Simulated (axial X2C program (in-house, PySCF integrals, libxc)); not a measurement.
# Linear OPO²⁺ at several levels

Aim: the two bond lengths and stretching wavenumbers of linear OPO²⁺, with and without spin–orbit coupling, at PBE0, TPSSh.

The runs use an in-house X2C program for linear molecules on PySCF integrals; all-electron X2C, two-component (2c) or spin-free, O dyall-av3z, P dyall-v3z.

All values are calculated.

2 further runs of the same task are left out: 2 set aside as unsound or not needed.

### Step 1. The job

File task.json:

```json
{"zs": [8, 15, 8], "q": 2, "bas": ["dyall-av3z", "dyall-v3z", "dyall-av3z"], "r0": [1.59, 1.59], "symm": 1, "scan": ["PBE0", "HF", "TPSSh"], "levels": ["PBE0", "HF", "PBE"], "nst": 2}
```

Keys: zs atomic numbers; q charge; bas basis sets; r0 starting distance in Å; symm equal bonds; scan levels of the two-bond scan; levels methods; nst determinants followed.

Started as:

```
$ python solin.py task.json out
```

Masses O 15.995, P 30.974, O 15.995 u.

### Step 2. Scan at PBE0, 2c

State: Ω = 3/2 (beyond evenly filled blocks: ω = 3/2). Energies above the lowest point, from the job's result record:

```
r(O–P) (Å)  r(P–O) (Å)  E (meV)
    1.4527      1.4527   104.40
    1.4527      1.4900    36.15
    1.4527      1.5272    16.00
    1.4900      1.4527    36.15
    1.4900      1.4900     0.00
    1.4900      1.5272    10.15
    1.4900      1.5645    51.98
    1.5272      1.4527    16.00
    1.5272      1.4900    10.15
    1.5272      1.5272    51.19
    1.5645      1.4900    51.98
    1.5645      1.5645   223.03
```

A quadratic surface with cubic terms in each bond gives the minimum at 1.495 and 1.495 Å, force constants 5.13, 5.13 and coupling 3.49 mdyn/Å.

### Step 3. Scan at TPSSh, 2c

State: Ω = 3/2 (beyond evenly filled blocks: ω = 3/2). Energies above the lowest point, from the job's result record:

```
r(O–P) (Å)  r(P–O) (Å)  E (meV)
    1.4527      1.4527   152.26
    1.4527      1.4900    67.92
    1.4527      1.5272    41.79
    1.4900      1.4527    67.92
    1.4900      1.4900     5.24
    1.4900      1.5272     0.00
    1.4900      1.5645    36.32
    1.5272      1.4527    41.79
    1.5272      1.4900     0.00
    1.5272      1.5272    15.58
    1.5645      1.4900    36.32
    1.5645      1.5645   148.66
```

A quadratic surface with cubic terms in each bond gives the minimum at 1.506 and 1.506 Å, force constants 5.84, 5.84 and coupling 2.39 mdyn/Å.

### Step 4. Scan at PBE0, spin-free

State: M_S = 1/2, Λ = 1 (beyond evenly filled blocks: π+α, π+β, π-α). Energies above the lowest point, from the job's result record:

```
r(O–P) (Å)  r(P–O) (Å)  E (meV)
    1.4527      1.4527   103.89
    1.4527      1.4900    35.96
    1.4527      1.5272    16.18
    1.4900      1.4527    35.96
    1.4900      1.4900     0.00
    1.4900      1.5272    10.41
    1.4900      1.5645    52.58
    1.5272      1.4527    16.18
    1.5272      1.4900    10.41
    1.5272      1.5272    51.57
    1.5645      1.4900    52.58
    1.5645      1.5645   223.68
```

A quadratic surface with cubic terms in each bond gives the minimum at 1.495 and 1.495 Å, force constants 5.14, 5.14 and coupling 3.48 mdyn/Å.

### Step 5. The levels side by side

| level | r(O–P) (Å) | r(P–O) (Å) | lower stretch (cm⁻¹) | upper stretch (cm⁻¹) |
| --- | --- | --- | --- | --- |
| PBE0, 2c | 1.495 | 1.495 | 594.2 | 956.7 |
| TPSSh, 2c | 1.506 | 1.506 | 862.9 | 934.1 |
| PBE0, spin-free | 1.495 | 1.495 | 599.0 | 956.5 |
| TPSSh, spin-free | 1.506 | 1.506 | 864.0 | 934.0 |

Scans not shown above were run alike.

What this shows: Over the levels the O–P bond spans 1.495 to 1.506 Å and the P–O bond 1.495 to 1.506 Å. At PBE0 spin–orbit coupling leaves both bonds unchanged to 0.001 Å. Each state is one determinant, the lowest of a limited PBE0 search; the stretches come from a fit to few points and are good to some per cent at best. The lower stretch spreads by more than a fifth over the levels, so it depends strongly on the method. The stretches are sorted by size, and where the two bonds are alike the symmetric and antisymmetric modes can swap order between levels. A multiply charged ion may be only metastable. The molecule was held linear; bending was not examined, so a bent shape may lie lower. Note: functional without a current term on a determinant with orbital currents, of the molecule or an atom.
